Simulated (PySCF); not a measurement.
Published values to compare with (the computed states carry no symmetry labels, so the two lists aren't matched line by line):

| state | E (eV) | f | kind of transition | source |
| --- | --- | --- | --- | --- |
| 3A1(π→π*) | 4.18 |  | vertical absorption | [1] |
| 1B2(π→π*) | 4.69 |  | 0-0 transition | [2] |
| 3B2(π→π*) | 4.75 |  | vertical absorption | [1] |
| 1B2(π→π*) | 4.84 |  | absorption maximum | [2] |
| 3A1(π→π*) | 4.87 |  | vertical absorption | [1] |
| 1B2(π→π*) | 5.01 | 0.007 | vertical absorption | [1] |
| 3B2(π→π*) | 5.93 |  | vertical absorption | [1] |
| 1A1(π→π*) | 6.19 |  | absorption maximum | [2] |
| 1A1(π→π*) | 6.21 |  | absorption maximum | [2] |
| 1B1(Ryd) | 6.32 |  | 0-0 transition | [2] |
| 1A1(π→π*) | 6.43 | 0.000 | vertical absorption | [1] |
| 1B1(Ryd) | 6.47 | 0.003 | vertical absorption | [1] |
| 1A2(Ryd) | 6.83 |  | vertical absorption | [1] |
| 1B1(Ryd) | 6.89 |  | 0-0 transition | [2] |
| 1A1(π→π*) | 6.99 |  | absorption maximum | [2] |
| 1A1(π→π*) | 7.00 |  | absorption maximum | [2] |
| 1B1(Ryd) | 7.06 | 0.022 | vertical absorption | [1] |
| 1A2(Ryd) | 7.09 |  | vertical absorption | [1] |
| 1B2(π→π*) | 7.19 | 0.556 | vertical absorption | [1] |
| 1A1(π→π*) | 7.22 | 0.584 | vertical absorption | [1] |

[1] computed, theoretical best estimate (aug-cc-pVTZ), gas; Loos, Jacquemin, substituted benzenes, arXiv:2401.13809 (2024)
[2] measured, gas; Loos, Jacquemin, substituted benzenes, arXiv:2401.13809 (2024)

Species: C6H5F.
SMILES with atom numbers: `[F:1][c:2]1[cH:3][cH:4][cH:5][cH:6][cH:7]1` (hydrogens: H8 on C3; H9 on C4; H10 on C5; H11 on C6; H12 on C7)

Method: TDDFT CAM-B3LYP/aug-cc-pVTZ, vertical, gas phase, core orbitals frozen in the response in PySCF 2.14.0, density-fitted response routines. Isolated species at its PBE0-D3(BJ)/def2-TZVP geometry, gas phase.

Computed singlets: 5.45 eV (f 0.014); 6.18 eV (f 0.000); 6.41 eV (f 0.003); 6.78 eV (f 0.000); 6.96 eV (f 0.023); 6.99 eV (f 0.000); 7.09 eV (f 0.562); 7.10 eV (f 0.589); 7.28 eV (f 0.026); 7.44 eV (f 0.000). Computed triplets (Tamm–Dancoff): 4.18, 4.64, 4.86, 5.43 eV.

How does the lowest computed singlet compare with the best estimate listed for the lowest singlet (vertical absorption)?

5.45 eV against 5.01 eV for 1B2(π→π*) [1]: a difference of +0.44 eV. Geometry and basis of the two calculations needn't be the same.

How does the lowest computed triplet compare with the best estimate listed for the lowest triplet (vertical absorption)?

4.18 eV against 4.18 eV for 3A1(π→π*) [1]: a difference of 0.00 eV. Geometry and basis of the two calculations needn't be the same.

Adiabatic (Te) and 0-0 energies refer to the relaxed excited state and aren't the vertical quantity computed here.

A measured band maximum holds vibronic effects and, in solution, solvent shifts, so it needn't equal the vertical energy.
